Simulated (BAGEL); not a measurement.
**C2H3O2S+ (SMILES CS(=O)C#[O+]) at HF/3-21G (density fitting with qzvpp-jkfit)**

What is the vertical ionisation energy of C2H3O2S+ at HF/3-21G (density fitting with qzvpp-jkfit)? 

The calculation is run with BAGEL 1.2.2.

2 further runs of the same task are left out: 1 that didn't finish, 1 set aside as unsound or not needed.

### 1 Starting point

The species is C2H3O2S+ (8 atoms), meant as a singlet with charge +1. As SMILES, `CS(=O)C#[O+]`. The shape is that of a GFN2-xTB optimisation.

Bond lengths: C1–S2 1.809 Å, S2–O3 1.427 Å, S2–C4 2.032 Å, C4–O5 1.113 Å, C1–H6 1.086 Å, C1–H7 1.087 Å, C1–H8 1.091 Å. Angles: C1–S2–O3 107.4°, C1–S2–C4 92.5°, O3–S2–C4 92.7°, S2–C4–O5 147.2°, S2–C1–H6 110.5°, S2–C1–H7 112.2°, S2–C1–H8 106.3°, H6–C1–H7 111.3°, H6–C1–H8 108.3°, H7–C1–H8 108.0°.

### 2 A single-point energy at HF/3-21G (density fitting with qzvpp-jkfit)

Contents of input.json:

```json
{ "bagel": [

{
  "title": "molecule",
  "basis": "3-21g",
  "df_basis": "qzvpp-jkfit",
  "angstrom": true,
  "geometry": [
    { "atom": "C", "xyz": [   -0.696060,   -0.369310,    0.760390 ] },
    { "atom": "S", "xyz": [   -0.022100,    1.122190,   -0.009120 ] },
    { "atom": "O", "xyz": [    1.322010,    1.267010,    0.446190 ] },
    { "atom": "C", "xyz": [    0.549010,    0.109870,   -1.675610 ] },
    { "atom": "O", "xyz": [    1.381650,   -0.178210,   -2.355810 ] },
    { "atom": "H", "xyz": [   -1.541950,   -0.742470,    0.191410 ] },
    { "atom": "H", "xyz": [    0.059710,   -1.138280,    0.895350 ] },
    { "atom": "H", "xyz": [   -1.052280,   -0.070780,    1.747190 ] }
  ]
},
{ "title": "hf", "charge": 1 },
{ "title": "print", "file": "orbitals.molden", "orbitals": true }

]}
```

The run is started by

```
BAGEL_NUM_THREADS=1 BAGEL input.json > input.out
```

Log:

```text
* using 1 threads per process

  ===============================================================
  ===============================================================

  *** Geometry ***

  { "atom" : "C", "xyz" : [     -1.315363,     -0.697895,      1.436929 ] },
  { "atom" : "S", "xyz" : [     -0.041763,      2.120632,     -0.017234 ] },
  { "atom" : "O", "xyz" : [      2.498237,      2.394302,      0.843177 ] },
  { "atom" : "C", "xyz" : [      1.037479,      0.207624,     -3.166444 ] },
  { "atom" : "O", "xyz" : [      2.610940,     -0.336768,     -4.451836 ] },
  { "atom" : "H", "xyz" : [     -2.913863,     -1.403065,      0.361712 ] },
  { "atom" : "H", "xyz" : [      0.112836,     -2.151037,      1.691966 ] },
  { "atom" : "H", "xyz" : [     -1.988521,     -0.133755,      3.301711 ] },

  Number of auxiliary basis functions:      486

  Since a DF basis is specified, we compute 2- and 3-index integrals:
    o Being stored without compression. Storage requirement is 0.012 GB

  Number of basis functions:       55
  Number of electrons      :       47

    * METHOD: MOLECULE                             0.13

  *** RHF ***

  === Nuclear Repulsion ===
   220.3726913305

      * DIIS with orbital gradients will be used.

  === RHF iteration (3-21g) ===
      0       -620.69136157          0.03211793           0.03
      1       -620.67913244          0.03950417           0.03
      2       -621.00698487          0.00239688           0.03
      3       -621.01041688          0.00100037           0.03
      4       -621.01103294          0.00038213           0.03
      5       -621.01113089          0.00018307           0.03
      6       -621.01114838          0.00007477           0.03
      7       -621.01115513          0.00003138           0.03
      8       -621.01115610          0.00002422           0.03
      9       -621.01115644          0.00000730           0.03
     10       -621.01115649          0.00000165           0.03
     11       -621.01115649          0.00000084           0.03
     12       -621.01115649          0.00000035           0.03
     13       -621.01115649          0.00000020           0.03
     14       -621.01115649          0.00000009           0.03
     15       -621.01115649          0.00000004           0.03
     16       -621.01115649          0.00000003           0.03
     17       -621.01115649          0.00000001           0.03
     18       -621.01115649          0.00000001           0.03
    * SCF iteration converged.

    * Permanent dipole moment:
           (    1.702149,     0.498994,    -0.105276) a.u.

    * METHOD: HF                                   0.63

    * METHOD: PRINT                                0.00

  ===============================================================
```

Wall time 0.99 s (1 thread of AMD EPYC 9R45 (Zen 5), shared host).

### 3 Doublet [C2H3O2S]2+, same level

Contents of hf.json:

```json
{ "bagel": [

{
  "title": "molecule",
  "basis": "3-21g",
  "df_basis": "qzvpp-jkfit",
  "angstrom": "true",
  "geometry": [
    { "atom": "C", "xyz": [   -0.696060,   -0.369310,    0.760390 ] },
    { "atom": "S", "xyz": [   -0.022100,    1.122190,   -0.009120 ] },
    { "atom": "O", "xyz": [    1.322010,    1.267010,    0.446190 ] },
    { "atom": "C", "xyz": [    0.549010,    0.109870,   -1.675610 ] },
    { "atom": "O", "xyz": [    1.381650,   -0.178210,   -2.355810 ] },
    { "atom": "H", "xyz": [   -1.541950,   -0.742470,    0.191410 ] },
    { "atom": "H", "xyz": [    0.059710,   -1.138280,    0.895350 ] },
    { "atom": "H", "xyz": [   -1.052280,   -0.070780,    1.747190 ] }
  ]
},
{
  "title": "uhf",
  "charge": 2,
  "nopen": 1
},
{
  "title": "print",
  "file": "orbitals.molden",
  "orbitals": "true"
}

]}
```

The run is started by

```
BAGEL_NUM_THREADS=1 BAGEL hf.json > hf.out
```

Log:

```text
* using 1 threads per process

  ===============================================================
  ===============================================================

  *** Geometry ***

  { "atom" : "C", "xyz" : [     -1.315363,     -0.697895,      1.436929 ] },
  { "atom" : "S", "xyz" : [     -0.041763,      2.120632,     -0.017234 ] },
  { "atom" : "O", "xyz" : [      2.498237,      2.394302,      0.843177 ] },
  { "atom" : "C", "xyz" : [      1.037479,      0.207624,     -3.166444 ] },
  { "atom" : "O", "xyz" : [      2.610940,     -0.336768,     -4.451836 ] },
  { "atom" : "H", "xyz" : [     -2.913863,     -1.403065,      0.361712 ] },
  { "atom" : "H", "xyz" : [      0.112836,     -2.151037,      1.691966 ] },
  { "atom" : "H", "xyz" : [     -1.988521,     -0.133755,      3.301711 ] },

  Number of auxiliary basis functions:      486

  Since a DF basis is specified, we compute 2- and 3-index integrals:
    o Being stored without compression. Storage requirement is 0.012 GB

  Number of basis functions:       55
  Number of electrons      :       47

    * METHOD: MOLECULE                             0.13

  *** Open-shell HF ***

  === Nuclear Repulsion ===
   220.3726913305

      * DIIS with orbital gradients will be used.

  === UHF iteration (3-21g) ===
      0       -620.01287050          0.06657616           0.06
      1       -619.99260517          0.08906364           0.05
      2       -619.97023698          0.09046568           0.06
      3       -620.41951371          0.00492177           0.06
      4       -620.43035397          0.00377051           0.06
      5       -620.43926383          0.00208735           0.06
      6       -620.44263381          0.00080068           0.06
      7       -620.44294363          0.00057057           0.06
      8       -620.44314345          0.00036995           0.06
      9       -620.44328068          0.00028615           0.06
     10       -620.44338625          0.00022138           0.06
     11       -620.44345875          0.00016001           0.06
     12       -620.44348997          0.00013596           0.06
     13       -620.44352397          0.00011070           0.06
     14       -620.44356383          0.00007297           0.06
     15       -620.44358985          0.00004137           0.06
     16       -620.44359965          0.00002651           0.06
     17       -620.44360596          0.00001869           0.06
     18       -620.44360922          0.00001387           0.06
     19       -620.44361303          0.00001042           0.06
     20       -620.44361804          0.00000805           0.05
     21       -620.44362102          0.00000720           0.06
     22       -620.44362390          0.00000688           0.06
     23       -620.44362700          0.00000646           0.06
     24       -620.44363112          0.00000637           0.06
     25       -620.44363376          0.00000601           0.06
     26       -620.44364058          0.00000580           0.05
     27       -620.44364684          0.00000531           0.06
     28       -620.44365356          0.00000392           0.06
     29       -620.44365616          0.00000294           0.06
     30       -620.44365730          0.00000317           0.06
     31       -620.44365733          0.00000147           0.06
     32       -620.44365758          0.00000104           0.05
     33       -620.44365768          0.00000071           0.06
     34       -620.44365773          0.00000058           0.05
     35       -620.44365775          0.00000051           0.05
     36       -620.44365778          0.00000040           0.05
     37       -620.44365780          0.00000031           0.05
     38       -620.44365781          0.00000027           0.05
     39       -620.44365782          0.00000021           0.05
     40       -620.44365783          0.00000017           0.05
     41       -620.44365783          0.00000012           0.05
     42       -620.44365784          0.00000009           0.05
     43       -620.44365784          0.00000007           0.05
     44       -620.44365784          0.00000006           0.06
     45       -620.44365784          0.00000005           0.06
     46       -620.44365784          0.00000005           0.05
     47       -620.44365784          0.00000005           0.05
     48       -620.44365784          0.00000004           0.06
     49       -620.44365784          0.00000004           0.06
     50       -620.44365784          0.00000004           0.05
     51       -620.44365784          0.00000003           0.06
     52       -620.44365784          0.00000003           0.05
     53       -620.44365784          0.00000002           0.05
     54       -620.44365784          0.00000002           0.05
     55       -620.44365784          0.00000001           0.05
     56       -620.44365784          0.00000001           0.06
    * SCF iteration converged.

    * S^2 (UHF) is 0.7863

    * Permanent dipole moment:
           (    1.646469,     0.411889,    -0.709816) a.u.

    * METHOD: UHF                                  3.30

    * METHOD: PRINT                                0.00

  ===============================================================
```

Wall time 3.9 s (1 thread of AMD EPYC 9R45 (Zen 5), shared host).

### 4 Outcome

Level: HF/3-21G (density fitting with qzvpp-jkfit).

| quantity | value |
| --- | --- |
| singlet C2H3O2S+: total energy | -621.01116 Eh |
| singlet C2H3O2S+: HOMO energy | -18.10 eV |
| singlet C2H3O2S+: LUMO energy | -5.86 eV |
| singlet C2H3O2S+: HOMO–LUMO gap | 12.25 eV |
| doublet [C2H3O2S]2+: total energy | -620.44366 Eh |
| doublet [C2H3O2S]2+: ⟨S²⟩ | 0.786 |
| vertical ionisation energy (to the doublet dication) | 15.442 eV |

Removing an electron at fixed nuclei costs 15.44 eV (356 kcal/mol). −ε(HOMO) before ionisation, 18.10 eV, is 2.66 eV above this ionisation energy.
